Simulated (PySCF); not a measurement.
H3N, SMILES N (connectivity only; charge and spin as stated), charge +1, multiplicity 2. Atoms are numbered in the order given.

```xyz
4

N      0.0000     0.0000     0.0000
H      1.0265     0.0000     0.0000
H     -0.5133    -0.8890     0.0000
H     -0.5133     0.8890     0.0000
```
Charge +1, spin multiplicity 2.

The structure is a stationary point at TPSSh-D3(BJ)/def2-TZVPD. The multiplicity is an assumed one; other spin states were not compared.

These are PBE0/def2-TZVPD run with PySCF values and carry that method's errors.

Mulliken values depend strongly on the basis, most of all with diffuse functions as here. Atomic charges (e):

| atom | meta-Löwdin | Mulliken | Mulliken spin |
|---|---|---|---|
| N1 | -0.05 | -0.01 | 1.12 |
| H2 | 0.35 | 0.34 | -0.04 |
| H3 | 0.35 | 0.34 | -0.04 |
| H4 | 0.35 | 0.34 | -0.04 |
